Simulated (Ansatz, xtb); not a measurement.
# Isomers of H2N2S in order of energy

6 gas-phase structures of H2N2S, found in a search over its isomers (lower ones may exist). Each was relaxed with GFN2-xTB; where two conformers were screened, the lower at r2SCAN-D4/def2-SVP is listed:

A. `[H]/N=N/S`, a singlet
B. `[H]/N=[NH+]\[S-]`, a singlet
C. `NN=S`, a singlet
D. `N#SN`, a singlet
E. `N=S=N`, a singlet
F. `N1NS1`, a singlet

Problem. Make a reasoned guess at their ranking by r2SCAN-D4/def2-SVP single-point energy.

Solution. Calculated order at r2SCAN-D4/def2-SVP: C (0.0), B (2.8), A (5.4), E (10.8), D (18.8), F (32.3) kcal/mol.

Energies above the lowest of each column, in kcal/mol; the last columns are at PBE0-D3(BJ)/def2-SVP geometries and were run for some of them only (a dash: not run or not comparable):

```csv
structure,GFN2-xTB,HF/STO-3G,r2SCAN-D4/def2-SVP,PBE0-D3(BJ)/def2-SVP,CCSD(T)/def2-TZVPP
C,0.0,11.9,0.0,0.0,0.1
B,5.4,33.6,2.8,3.4,2.4
A,12.0,0.0,5.4,4.0,0.0
E,8.8,89.6,10.8,13.2,–
D,19.5,57.5,18.8,20.5,–
F,16.3,7.5,32.3,–,–
```

CCSD(T)/def2-TZVPP has A and C within 1 kcal/mol of each other at the bottom, and every level picks one of them. CCSD(T)/def2-TZVPP orders those it was run on as A (0.0), C (0.1), B (2.4) kcal/mol. Less than 1 kcal/mol parts A and C, so the order within that pair means little. Some further structures that were screened fall inside this span and aren't listed. Flexible structures stand in one conformer each, not always the lowest. Frequencies (PBE0-D3(BJ)/def2-SVP) were run for A, B, C alone. Large T1 diagnostics make some coupled-cluster values less sure.

Over these structures GFN2-xTB departs from r2SCAN-D4/def2-SVP by 5.1 kcal/mol on average once a common shift is removed. A GFN2-xTB relaxation took about 0.046 s and the r2SCAN-D4/def2-SVP energy about 0.52 s on a shared host (Ansatz 0.2.0, xtb 6.7.1).
